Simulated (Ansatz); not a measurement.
# B₂H₂ (triplet): B2PLYP, RPA-PBE over a scan of the scale of all distances, 6-31G

How well do these functionals follow the top wave-function level for B₂H₂ (triplet) over a scan of the scale of all distances?

The runs use Ansatz 0.2.0, Gaussian basis; 6-31G, all electrons in the functionals, frozen cores in the correlation of double hybrids and RPA.

Plan: B2PLYP, RPA-PBE, at 0.875; 1.000; 1.100; 1.323; 1.496; 1.747; 2.023; 2.375.

11 further runs of the same task are left out: 2 for a mislabelled method, 5 that didn't finish, 4 set aside as unsound or not needed.

### 1 The system

The geometry derives from a PBE0/def2-TZVP stationary point (not a proven minimum). All distances are scaled together.

4 atoms, charge 0, spin multiplicity 3.

Atoms are counted from 1 here; the program's logs count them from 0.

Bond lengths: B1–B2 1.585 Å, B1–H3 1.197 Å, B1–H4 1.197 Å. Angles: B2–B1–H3 118.9°, B2–B1–H4 118.9°, H3–B1–H4 122.2°.

No dispersion term is added.

The geometry shown and the zero of energy belong to the point 1.000. The yardstick, FCI, and other wave-function levels (R restricted, U unrestricted, valence and pair active spaces) come from earlier runs.

### 2 B2PLYP, 0.875

Contents of in.yaml:

```yaml
crystal:
  periodic: [false, false, false]
  atoms:
    - {symbol: B, position_ang: [0.000000, 0.000000, 0.591174]}
    - {symbol: B, position_ang: [0.000000, 0.000000, -0.795772]}
    - {symbol: H, position_ang: [0.000000, 0.916884, 1.097241]}
    - {symbol: H, position_ang: [0.000000, -0.916884, 1.097241]}
basis:
  gaussian: {orbitals: 6-31G}
magnetization: {spin_polarized: true, initial_magnetization: 2}
hamiltonian: {xc: {name: B2PLYP}}
correlation: {electrons: outside_noble_gas}
```

Run with:

```console
ansatz run in.yaml --threads 1 --pin off --events-out ev --progress --plain --max-ram 2393MiB
```

The program printed:

```text
Functional definition: B2PLYP
  name "B2PLYP"
  cite "Grimme, J. Chem. Phys. 124, 034108 (2006) doi:10.1063/1.2148954"
  cite "Becke, Phys. Rev. A 38, 3098 (1988) doi:10.1103/PhysRevA.38.3098"
  cite "Lee, Yang & Parr, Phys. Rev. B 37, 785 (1988) doi:10.1103/PhysRevB.37.785"
  parameter a = 0.53
  parameter c = 0.27
  exchange = (1 - a)*b88_x + a*exact_x
  correlation = (1 - c)*lyp_c + c*(mp2_os + mp2_ss)
316 factors; integrals over basis functions are off by at most 1.8e-4 eV
mean field evaluation 1: about -1373.8186 eV, gradient 1.4e1 eV
mean field evaluation 2: about -1373.8172 eV, gradient 1.4e1 eV
mean field evaluation 4: about -1375.3344 eV, gradient 1.1e0 eV
mean field evaluation 8: about -1375.3784 eV, gradient 3.0e-2 eV
mean field evaluation 16: about -1375.3784 eV, gradient 8.0e-6 eV
mean field -1375.37843787 eV, -50.5442253268 hartree, gradient 8.0e-6 eV, S^2 2.002194; 0 other end points of the search recorded, 0 dependent functions left out
2 core orbitals not correlated: weight in the atoms' cores, before any rotation towards them, 1.000 or more for the frozen orbitals, at most 0.000 for the correlated occupied ones
reference -1375.37855092 eV, -50.5442294813 hartree; 5, 3 occupied and 15, 17 virtual orbitals, 316 factors
second order -2.55923498 eV of doubles, -0.00000000 eV of singles
Total energy: -1376.06954437 eV, -50.5696230220 hartree
```

Run time: 0.45 s. Hardware: 1 thread of Arm Neoverse V2, shared host.

From the report: ⟨S²⟩ of the determinant 2.002 (pure triplet: 2.00).

### 3 B2PLYP, 1.000

Contents of in.yaml:

```yaml
crystal:
  periodic: [false, false, false]
  atoms:
    - {symbol: B, position_ang: [0.000000, 0.000000, 0.675628]}
    - {symbol: B, position_ang: [0.000000, 0.000000, -0.909454]}
    - {symbol: H, position_ang: [0.000000, 1.047868, 1.253990]}
    - {symbol: H, position_ang: [0.000000, -1.047868, 1.253990]}
basis:
  gaussian: {orbitals: 6-31G}
magnetization: {spin_polarized: true, initial_magnetization: 2}
hamiltonian: {xc: {name: B2PLYP}}
correlation: {electrons: outside_noble_gas}
```

The command is unchanged.

The program printed, cut to the lines that bear on the results:

```text
Functional definition: B2PLYP
  name "B2PLYP"
  cite "Grimme, J. Chem. Phys. 124, 034108 (2006) doi:10.1063/1.2148954"
  cite "Becke, Phys. Rev. A 38, 3098 (1988) doi:10.1103/PhysRevA.38.3098"
  cite "Lee, Yang & Parr, Phys. Rev. B 37, 785 (1988) doi:10.1103/PhysRevB.37.785"
[...]
316 factors; integrals over basis functions are off by at most 2.6e-4 eV
[...]
mean field -1376.79891549 eV, -50.5964269163 hartree, gradient 2.7e-6 eV, S^2 2.002169; 0 other end points of the search recorded, 0 dependent functions left out
2 core orbitals not correlated: weight in the atoms' cores, before any rotation towards them, 1.000 or more for the frozen orbitals, at most 0.000 for the correlated occupied ones
reference -1376.79903511 eV, -50.5964313125 hartree; 5, 3 occupied and 15, 17 virtual orbitals, 316 factors
second order -2.70619963 eV of doubles, -0.00000000 eV of singles
Total energy: -1377.52970901 eV, -50.6232830831 hartree
```

Wall time 0.49 s (1 thread of Arm Neoverse V2, shared host).

From the report: ⟨S²⟩ of the determinant 2.002 (pure triplet: 2.00).

### 4 B2PLYP, 1.100

Contents of in.yaml:

```yaml
crystal:
  periodic: [false, false, false]
  atoms:
    - {symbol: B, position_ang: [0.000000, 0.000000, 0.743191]}
    - {symbol: B, position_ang: [0.000000, 0.000000, -1.000399]}
    - {symbol: H, position_ang: [0.000000, 1.152655, 1.379389]}
    - {symbol: H, position_ang: [0.000000, -1.152655, 1.379389]}
basis:
  gaussian: {orbitals: 6-31G}
magnetization: {spin_polarized: true, initial_magnetization: 2}
hamiltonian: {xc: {name: B2PLYP}}
correlation: {electrons: outside_noble_gas}
```

Launched as before.

The program printed, cut to the lines that bear on the results:

```text
Functional definition: B2PLYP
  name "B2PLYP"
  cite "Grimme, J. Chem. Phys. 124, 034108 (2006) doi:10.1063/1.2148954"
  cite "Becke, Phys. Rev. A 38, 3098 (1988) doi:10.1103/PhysRevA.38.3098"
  cite "Lee, Yang & Parr, Phys. Rev. B 37, 785 (1988) doi:10.1103/PhysRevB.37.785"
[...]
316 factors; integrals over basis functions are off by at most 3.1e-4 eV
[...]
mean field -1376.27863932 eV, -50.5773071200 hartree, gradient 1.8e-6 eV, S^2 2.002522; 2 other end points of the search recorded, 0 dependent functions left out
2 core orbitals not correlated: weight in the atoms' cores, before any rotation towards them, 1.000 or more for the frozen orbitals, at most 0.000 for the correlated occupied ones
reference -1376.27876349 eV, -50.5773116830 hartree; 5, 3 occupied and 15, 17 virtual orbitals, 316 factors
second order -2.86931050 eV of doubles, -0.00000000 eV of singles
Total energy: -1377.05347732 eV, -50.6057818913 hartree
```

Run time: 0.54 s. Hardware: 1 thread of Arm Neoverse V2, shared host.

From the report: ⟨S²⟩ of the determinant 2.003 (pure triplet: 2.00).

From 1.000: +45.9 kJ/mol.

### 5 B2PLYP, 1.323

Contents of in.yaml:

```yaml
crystal:
  periodic: [false, false, false]
  atoms:
    - {symbol: B, position_ang: [0.000000, 0.000000, 0.893856]}
    - {symbol: B, position_ang: [0.000000, 0.000000, -1.203208]}
    - {symbol: H, position_ang: [0.000000, 1.386329, 1.659029]}
    - {symbol: H, position_ang: [0.000000, -1.386329, 1.659029]}
basis:
  gaussian: {orbitals: 6-31G}
magnetization: {spin_polarized: true, initial_magnetization: 2}
hamiltonian: {xc: {name: B2PLYP}}
correlation: {electrons: outside_noble_gas}
```

Same command.

The program printed, cut to the lines that bear on the results:

```text
Functional definition: B2PLYP
  name "B2PLYP"
  cite "Grimme, J. Chem. Phys. 124, 034108 (2006) doi:10.1063/1.2148954"
  cite "Becke, Phys. Rev. A 38, 3098 (1988) doi:10.1103/PhysRevA.38.3098"
  cite "Lee, Yang & Parr, Phys. Rev. B 37, 785 (1988) doi:10.1103/PhysRevB.37.785"
[...]
316 factors; integrals over basis functions are off by at most 2.9e-4 eV
[...]
mean field -1373.18849394 eV, -50.4637463716 hartree, gradient 3.0e-6 eV, S^2 2.008079; 2 other end points of the search recorded, 0 dependent functions left out
2 core orbitals not correlated: weight in the atoms' cores, before any rotation towards them, 1.000 or more for the frozen orbitals, at most 0.000 for the correlated occupied ones
reference -1373.18862477 eV, -50.4637511795 hartree; 5, 3 occupied and 15, 17 virtual orbitals, 316 factors
second order -3.35167907 eV of doubles, -0.00000000 eV of singles
Total energy: -1374.09357811 eV, -50.4970076016 hartree
```

Run time: 0.6 s. Hardware: 1 thread of Arm Neoverse V2, shared host.

From the report: ⟨S²⟩ of the determinant 2.008 (pure triplet: 2.00).

From 1.000: +331.5 kJ/mol.

### 6 B2PLYP, 1.496

Contents of in.yaml:

```yaml
crystal:
  periodic: [false, false, false]
  atoms:
    - {symbol: B, position_ang: [0.000000, 0.000000, 1.010739]}
    - {symbol: B, position_ang: [0.000000, 0.000000, -1.360543]}
    - {symbol: H, position_ang: [0.000000, 1.567611, 1.875969]}
    - {symbol: H, position_ang: [0.000000, -1.567611, 1.875969]}
basis:
  gaussian: {orbitals: 6-31G}
magnetization: {spin_polarized: true, initial_magnetization: 2}
hamiltonian: {xc: {name: B2PLYP}}
correlation: {electrons: outside_noble_gas}
```

Same command.

The program printed, cut to the lines that bear on the results:

```text
Functional definition: B2PLYP
  name "B2PLYP"
  cite "Grimme, J. Chem. Phys. 124, 034108 (2006) doi:10.1063/1.2148954"
  cite "Becke, Phys. Rev. A 38, 3098 (1988) doi:10.1103/PhysRevA.38.3098"
  cite "Lee, Yang & Parr, Phys. Rev. B 37, 785 (1988) doi:10.1103/PhysRevB.37.785"
[...]
316 factors; integrals over basis functions are off by at most 2.6e-4 eV
[...]
mean field -1370.61561412 eV, -50.3691947822 hartree, gradient 7.1e-6 eV, S^2 2.035638; 4 other end points of the search recorded, 0 dependent functions left out
2 core orbitals not correlated: weight in the atoms' cores, before any rotation towards them, 1.000 or more for the frozen orbitals, at most 0.000 for the correlated occupied ones
reference -1370.61575347 eV, -50.3691999032 hartree; 5, 3 occupied and 15, 17 virtual orbitals, 316 factors
second order -3.52139363 eV of doubles, -0.00000000 eV of singles
Total energy: -1371.56652975 eV, -50.4041402870 hartree
```

It took 0.72 s on 1 thread of Arm Neoverse V2, shared host.

From the report: ⟨S²⟩ of the determinant 2.036 (pure triplet: 2.00).

From 1.000: +575.4 kJ/mol.

### 7 B2PLYP, 1.747

Contents of in.yaml:

```yaml
crystal:
  periodic: [false, false, false]
  atoms:
    - {symbol: B, position_ang: [0.000000, 0.000000, 1.180322]}
    - {symbol: B, position_ang: [0.000000, 0.000000, -1.588816]}
    - {symbol: H, position_ang: [0.000000, 1.830625, 2.190720]}
    - {symbol: H, position_ang: [0.000000, -1.830625, 2.190720]}
basis:
  gaussian: {orbitals: 6-31G}
magnetization: {spin_polarized: true, initial_magnetization: 2}
hamiltonian: {xc: {name: B2PLYP}}
correlation: {electrons: outside_noble_gas}
```

The command is unchanged.

The program printed, cut to the lines that bear on the results:

```text
Functional definition: B2PLYP
  name "B2PLYP"
  cite "Grimme, J. Chem. Phys. 124, 034108 (2006) doi:10.1063/1.2148954"
  cite "Becke, Phys. Rev. A 38, 3098 (1988) doi:10.1103/PhysRevA.38.3098"
  cite "Lee, Yang & Parr, Phys. Rev. B 37, 785 (1988) doi:10.1103/PhysRevB.37.785"
[...]
316 factors; integrals over basis functions are off by at most 1.7e-4 eV
[...]
mean field -1368.21469566 eV, -50.2809626563 hartree, gradient 1.1e-7 eV, S^2 2.269890; 9 other end points of the search recorded, 0 dependent functions left out
2 core orbitals not correlated: weight in the atoms' cores, before any rotation towards them, 1.000 or more for the frozen orbitals, at most 0.000 for the correlated occupied ones
reference -1368.21484415 eV, -50.2809681131 hartree; 5, 3 occupied and 15, 17 virtual orbitals, 316 factors
second order -2.74818755 eV of doubles, -0.00000000 eV of singles
Total energy: -1368.95685479 eV, -50.3082365012 hartree
```

Run time: 2.2 s. Hardware: 1 thread of Arm Neoverse V2, shared host.

From the report: ⟨S²⟩ of the determinant 2.270 (pure triplet: 2.00).

From 1.000: +827.2 kJ/mol.

### 8 B2PLYP, 2.023

Contents of in.yaml:

```yaml
crystal:
  periodic: [false, false, false]
  atoms:
    - {symbol: B, position_ang: [0.000000, 0.000000, 1.366795]}
    - {symbol: B, position_ang: [0.000000, 0.000000, -1.839825]}
    - {symbol: H, position_ang: [0.000000, 2.119837, 2.536822]}
    - {symbol: H, position_ang: [0.000000, -2.119837, 2.536822]}
basis:
  gaussian: {orbitals: 6-31G}
magnetization: {spin_polarized: true, initial_magnetization: 2}
hamiltonian: {xc: {name: B2PLYP}}
correlation: {electrons: outside_noble_gas}
```

Same command.

The program printed, cut to the lines that bear on the results:

```text
Functional definition: B2PLYP
  name "B2PLYP"
  cite "Grimme, J. Chem. Phys. 124, 034108 (2006) doi:10.1063/1.2148954"
  cite "Becke, Phys. Rev. A 38, 3098 (1988) doi:10.1103/PhysRevA.38.3098"
  cite "Lee, Yang & Parr, Phys. Rev. B 37, 785 (1988) doi:10.1103/PhysRevB.37.785"
[...]
316 factors; integrals over basis functions are off by at most 2.4e-4 eV
[...]
mean field -1367.19980158 eV, -50.2436659869 hartree, gradient 4.9e-6 eV, S^2 2.510802; 13 other end points of the search recorded, 0 dependent functions left out
2 core orbitals not correlated: weight in the atoms' cores, before any rotation towards them, 1.000 or more for the frozen orbitals, at most 0.000 for the correlated occupied ones
reference -1367.19996284 eV, -50.2436719129 hartree; 5, 3 occupied and 15, 17 virtual orbitals, 316 factors
second order -2.22091312 eV of doubles, -0.00000000 eV of singles
Total energy: -1367.79960938 eV, -50.2657085168 hartree
```

Wall time 3.9 s (1 thread of Arm Neoverse V2, shared host).

From the report: ⟨S²⟩ of the determinant 2.511 (pure triplet: 2.00). The determinant is far from a pure spin state, so its energy mixes those of several spin states (harmless only where they are near-degenerate, as at dissociation).

From 1.000: +938.8 kJ/mol.

### 9 B2PLYP, 2.375

Contents of in.yaml:

```yaml
crystal:
  periodic: [false, false, false]
  atoms:
    - {symbol: B, position_ang: [0.000000, 0.000000, 1.604616]}
    - {symbol: B, position_ang: [0.000000, 0.000000, -2.159953]}
    - {symbol: H, position_ang: [0.000000, 2.488686, 2.978226]}
    - {symbol: H, position_ang: [0.000000, -2.488686, 2.978226]}
basis:
  gaussian: {orbitals: 6-31G}
magnetization: {spin_polarized: true, initial_magnetization: 2}
hamiltonian: {xc: {name: B2PLYP}}
correlation: {electrons: outside_noble_gas}
```

The command is unchanged.

The program printed, cut to the lines that bear on the results:

```text
Functional definition: B2PLYP
  name "B2PLYP"
  cite "Grimme, J. Chem. Phys. 124, 034108 (2006) doi:10.1063/1.2148954"
  cite "Becke, Phys. Rev. A 38, 3098 (1988) doi:10.1103/PhysRevA.38.3098"
  cite "Lee, Yang & Parr, Phys. Rev. B 37, 785 (1988) doi:10.1103/PhysRevB.37.785"
[...]
316 factors; integrals over basis functions are off by at most 2.4e-4 eV
[...]
mean field -1366.69844581 eV, -50.2252415022 hartree, gradient 1.7e-6 eV, S^2 2.787300; 19 other end points of the search recorded, 0 dependent functions left out
2 core orbitals not correlated: weight in the atoms' cores, before any rotation towards them, 1.000 or more for the frozen orbitals, at most 0.000 for the correlated occupied ones
reference -1366.69862493 eV, -50.2252480847 hartree; 5, 3 occupied and 15, 17 virtual orbitals, 316 factors
second order -1.89666880 eV of doubles, -0.00000000 eV of singles
Total energy: -1367.21072551 eV, -50.2440674337 hartree
```

Run time: 7 s. Hardware: 1 thread of Arm Neoverse V2, shared host.

From the report: ⟨S²⟩ of the determinant 2.787 (pure triplet: 2.00). The determinant is far from a pure spin state, so its energy mixes those of several spin states (harmless only where they are near-degenerate, as at dissociation).

From 1.000: +995.6 kJ/mol.

### 10 RPA-PBE, 0.875

Contents of in.yaml:

```yaml
crystal:
  periodic: [false, false, false]
  atoms:
    - {symbol: B, position_ang: [0.000000, 0.000000, 0.591174]}
    - {symbol: B, position_ang: [0.000000, 0.000000, -0.795772]}
    - {symbol: H, position_ang: [0.000000, 0.916884, 1.097241]}
    - {symbol: H, position_ang: [0.000000, -0.916884, 1.097241]}
basis:
  gaussian: {orbitals: 6-31G}
magnetization: {spin_polarized: true, initial_magnetization: 2}
hamiltonian: {xc: {name: PBE}}
correlation: {method: rpa, electrons: outside_noble_gas}
```

Same command.

The program printed, cut to the lines that bear on the results:

```text
Functional definition: PBE
  name "PBE"
  cite "Perdew, Burke & Ernzerhof, Phys. Rev. Lett. 77, 3865 (1996) doi:10.1103/PhysRevLett.77.3865"
  parent pbe
[...]
316 factors; integrals over basis functions are off by at most 1.8e-4 eV
[...]
mean field -1375.89169809 eV, -50.5630872921 hartree, gradient 5.9e-6 eV, S^2 2.002852; 1 other end points of the search recorded, 0 dependent functions left out
2 core orbitals not correlated: weight in the atoms' cores, before any rotation towards them, 1.000 or more for the frozen orbitals, at most 0.000 for the correlated occupied ones
reference -1368.81361589 eV, -50.3029725688 hartree; 5, 3 occupied and 15, 17 virtual orbitals, 316 factors
Total energy: -1373.46700945 eV, -50.4739816277 hartree
```

Wall time 0.57 s (1 thread of Arm Neoverse V2, shared host).

From the report: ⟨S²⟩ of the determinant 2.003 (pure triplet: 2.00).

### 11 RPA-PBE, 1.000

Contents of in.yaml:

```yaml
crystal:
  periodic: [false, false, false]
  atoms:
    - {symbol: B, position_ang: [0.000000, 0.000000, 0.675628]}
    - {symbol: B, position_ang: [0.000000, 0.000000, -0.909454]}
    - {symbol: H, position_ang: [0.000000, 1.047868, 1.253990]}
    - {symbol: H, position_ang: [0.000000, -1.047868, 1.253990]}
basis:
  gaussian: {orbitals: 6-31G}
magnetization: {spin_polarized: true, initial_magnetization: 2}
hamiltonian: {xc: {name: PBE}}
correlation: {method: rpa, electrons: outside_noble_gas}
```

Same command.

The program printed, cut to the lines that bear on the results:

```text
Functional definition: PBE
  name "PBE"
  cite "Perdew, Burke & Ernzerhof, Phys. Rev. Lett. 77, 3865 (1996) doi:10.1103/PhysRevLett.77.3865"
  parent pbe
[...]
316 factors; integrals over basis functions are off by at most 2.6e-4 eV
[...]
mean field -1377.39424320 eV, -50.6183048063 hartree, gradient 3.3e-6 eV, S^2 2.003059; 1 other end points of the search recorded, 0 dependent functions left out
2 core orbitals not correlated: weight in the atoms' cores, before any rotation towards them, 1.000 or more for the frozen orbitals, at most 0.000 for the correlated occupied ones
reference -1370.26200880 eV, -50.3562000263 hartree; 5, 3 occupied and 15, 17 virtual orbitals, 316 factors
Total energy: -1375.22036851 eV, -50.5384163847 hartree
```

It took 0.6 s on 1 thread of Arm Neoverse V2, shared host.

From the report: ⟨S²⟩ of the determinant 2.003 (pure triplet: 2.00).

### 12 RPA-PBE, 1.100

Contents of in.yaml:

```yaml
crystal:
  periodic: [false, false, false]
  atoms:
    - {symbol: B, position_ang: [0.000000, 0.000000, 0.743191]}
    - {symbol: B, position_ang: [0.000000, 0.000000, -1.000399]}
    - {symbol: H, position_ang: [0.000000, 1.152655, 1.379389]}
    - {symbol: H, position_ang: [0.000000, -1.152655, 1.379389]}
basis:
  gaussian: {orbitals: 6-31G}
magnetization: {spin_polarized: true, initial_magnetization: 2}
hamiltonian: {xc: {name: PBE}}
correlation: {method: rpa, electrons: outside_noble_gas}
```

Same command.

The program printed, cut to the lines that bear on the results:

```text
Functional definition: PBE
  name "PBE"
  cite "Perdew, Burke & Ernzerhof, Phys. Rev. Lett. 77, 3865 (1996) doi:10.1103/PhysRevLett.77.3865"
  parent pbe
[...]
316 factors; integrals over basis functions are off by at most 3.1e-4 eV
[...]
mean field -1376.98581296 eV, -50.6032952717 hartree, gradient 1.3e-6 eV, S^2 2.003179; 2 other end points of the search recorded, 0 dependent functions left out
2 core orbitals not correlated: weight in the atoms' cores, before any rotation towards them, 1.000 or more for the frozen orbitals, at most 0.000 for the correlated occupied ones
reference -1369.69583307 eV, -50.3353934521 hartree; 5, 3 occupied and 15, 17 virtual orbitals, 316 factors
Total energy: -1374.95681704 eV, -50.5287310469 hartree
```

Run time: 0.78 s. Hardware: 1 thread of Arm Neoverse V2, shared host.

From the report: ⟨S²⟩ of the determinant 2.003 (pure triplet: 2.00).

From 1.000: +25.4 kJ/mol.

### 13 RPA-PBE, 1.323

Contents of in.yaml:

```yaml
crystal:
  periodic: [false, false, false]
  atoms:
    - {symbol: B, position_ang: [0.000000, 0.000000, 0.893856]}
    - {symbol: B, position_ang: [0.000000, 0.000000, -1.203208]}
    - {symbol: H, position_ang: [0.000000, 1.386329, 1.659029]}
    - {symbol: H, position_ang: [0.000000, -1.386329, 1.659029]}
basis:
  gaussian: {orbitals: 6-31G}
magnetization: {spin_polarized: true, initial_magnetization: 2}
hamiltonian: {xc: {name: PBE}}
correlation: {method: rpa, electrons: outside_noble_gas}
```

Same command.

The program printed, cut to the lines that bear on the results:

```text
Functional definition: PBE
  name "PBE"
  cite "Perdew, Burke & Ernzerhof, Phys. Rev. Lett. 77, 3865 (1996) doi:10.1103/PhysRevLett.77.3865"
  parent pbe
[...]
316 factors; integrals over basis functions are off by at most 2.9e-4 eV
[...]
mean field -1374.22999971 eV, -50.5020210027 hartree, gradient 3.7e-6 eV, S^2 2.004059; 5 other end points of the search recorded, 0 dependent functions left out
2 core orbitals not correlated: weight in the atoms' cores, before any rotation towards them, 1.000 or more for the frozen orbitals, at most 0.000 for the correlated occupied ones
reference -1366.32631051 eV, -50.2115657819 hartree; 5, 3 occupied and 15, 17 virtual orbitals, 316 factors
Total energy: -1372.48052192 eV, -50.4377288800 hartree
```

Run time: 1.2 s. Hardware: 1 thread of Arm Neoverse V2, shared host.

From the report: ⟨S²⟩ of the determinant 2.004 (pure triplet: 2.00).

From 1.000: +264.4 kJ/mol.

(Part 1 of 2 ends here.)
